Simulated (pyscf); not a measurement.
One four-centre exchange on the doublet surface with elements of a group swapped. ωB97M-D3(BJ)/def2-TZVP, kcal/mol, from the separated reactants. Optimised with ωB97X-D3(BJ)/def2-SVP in PySCF.

```csv
step,barrier,reaction energy,imaginary mode (i cm⁻¹)
`[FH]` + `[OH][Ge]([F])[F]` [doublet] → `[F][Ge]([F])[F]` [doublet] + `[OH2]`,___,___,727
`[ClH]` + `[OH][Ge]([Cl])[Cl]` [doublet] -> `[Cl][Ge]([Cl])[Cl]` [doublet] + `[OH2]`,3.7,-8.2,848
```

**Question.** Fill in the missing entries.

**Answer.** 
- `[FH]` + `[OH][Ge]([F])[F]` [doublet] → `[F][Ge]([F])[F]` [doublet] + `[OH2]`, barrier: 3.2
- `[FH]` + `[OH][Ge]([F])[F]` [doublet] → `[F][Ge]([F])[F]` [doublet] + `[OH2]`, reaction energy: -5.1

Row 1: On the reactant side the descent ends in a complex, 6.2 kcal/mol under the separated species and 9.7 kcal/mol under the saddle at ωB97X-D3(BJ)/def2-TZVP. On the product side the descent ends in a complex, 6.3 kcal/mol under the separated species and 14.5 kcal/mol under the saddle at ωB97X-D3(BJ)/def2-TZVP. Row 2: On the reactant side the descent ends in a complex, 4.7 kcal/mol under the separated species and 7.6 kcal/mol under the saddle at ωB97X-D3(BJ)/def2-TZVP. On the product side the descent ends in an adduct with a Ge–O contact, 1.7 kcal/mol under the separated species and 14.7 kcal/mol under the saddle at ωB97X-D3(BJ)/def2-TZVP. Each row is the saddle that its search found. Elements up to Kr have no core potential and no relativistic terms here.
